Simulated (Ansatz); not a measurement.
```yaml
crystal:
  periodic: [false, false, false]
  atoms:
    - {symbol: B, position_ang: [0.000000, 0.000000, -1.487419]}
    - {symbol: N, position_ang: [0.000000, 0.000000, -0.159891]}
    - {symbol: Ga, position_ang: [0.000000, 0.000000, 1.647310]}
basis:
  gaussian: {orbitals: def2-TZVP}
magnetization: {spin_polarized: true, initial_magnetization: 3}
hamiltonian: {xc: pbe0}
relax: {f_tol: 0.004, max_steps: 80}
```

```sh
$ ansatz run in.yaml --threads 1 --pin off --events-out ev --progress --plain --max-ram 2176MiB
```

Steps of the relaxation (energy above the last step; positions in Å, forces in eV/Å):

```
3
step 1, 162.2 meV
B     0.000    0.000   -1.487    0.000    0.000    4.195
N     0.000    0.000   -0.160    0.000    0.000   -3.599
Ga    0.000    0.000    1.647    0.000    0.000   -0.596
```

```
3
step 2, 7.5 meV
B     0.000    0.000   -1.446    0.000    0.000    1.014
N     0.000    0.000   -0.174    0.000    0.000   -0.933
Ga    0.000    0.000    1.620    0.000    0.000   -0.081
```

```
3
step 3, 0.2 meV
B     0.000    0.000   -1.434    0.000    0.000   -0.159
N     0.000    0.000   -0.179    0.000    0.000    0.128
Ga    0.000    0.000    1.613    0.000    0.000    0.030
```

```
3
step 5, 0.0 meV
B     0.000    0.000   -1.436    0.000    0.000    0.001
N     0.000    0.000   -0.178    0.000    0.000   -0.004
Ga    0.000    0.000    1.614    0.000    0.000    0.003
```

Close pairs at the end: B1–N2 1.258 Å, N2–Ga3 1.792 Å.

A stationary point of unrestricted PBE0 after 5 steps, with ⟨S²⟩ = 3.774 against 3.75 for a pure state; no frequencies were run, so it isn't proven a minimum. 23 s on 1 thread of Intel Xeon Platinum 8375C, shared host.
